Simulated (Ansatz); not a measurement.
The reference is GaAs in the zinc blende structure (space group F-43m, No. 216; a = 5.6667 Å).

The values are results of plane-wave PAW DFT at the r2SCAN level (Ansatz, a quantum-chemistry and plane-wave program, 500 eV), spin-orbit coupling left out, not measurements.

It is then changed as follows: full substitution As → N, then cell and atoms are relaxed.

Measured band gap: GaAs 1.57 eV (static lattice; corrected from measurement; as listed in Wei Chen et al., Physical Review Materials (2018)); GaN 3.48 eV (static lattice; corrected from measurement; as listed in I. Vurgaftman, J. R. Meyer, L. R. Ram-Mohan, Journal of Applied Physics (2001)).

Measured lattice parameter a: GaAs 5.64 Å (static lattice; corrected from measurement; as listed in Daniel Mejia-Rodriguez, S. B. Trickey, Phys. Rev. B (2018)); GaN 4.5 Å (room temperature; as listed in I. Vurgaftman, J. R. Meyer, L. R. Ram-Mohan, Journal of Applied Physics (2001)).

**Question.** How well does r2SCAN reproduce the measured shift?

**Answer.** With r2SCAN the band gap moves by +1.21 eV (0.96 → 2.17) against +1.91 eV measured; the lattice parameter a moves by -1.169 Å (5.667 → 4.498) against -1.140 Å measured. The two measured values stand on different bases (one corrected, one not), which blurs small differences.

Stability against distortions was not tested. This is not the structure that GaN has at room temperature and ambient pressure.
